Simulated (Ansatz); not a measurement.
We consider hcp Tl, described by PBEsol (Ansatz, an electronic-structure program, PAW).

Settings: plane-wave cutoff 500 eV, 18×18×1 k mesh (along the axes of the cell as run), Fermi–Dirac smearing 0.1 eV, scalar-relativistic PAW data made under PBE.

Estimate the surface energy of the (0001) face and work function of the (0001) face that the calculation returns.


- surface energy of the (0001) face = 0.38 J/m²
- work function of the (0001) face = 3.75 eV

The slab of 6 atoms is relaxed and unreconstructed.

Spin–orbit coupling is not included; it can shift volumes and moduli of such heavy elements.

Computed values are for the static lattice.

It cost about 2.4 core-minutes (a rough figure) of CPU time.
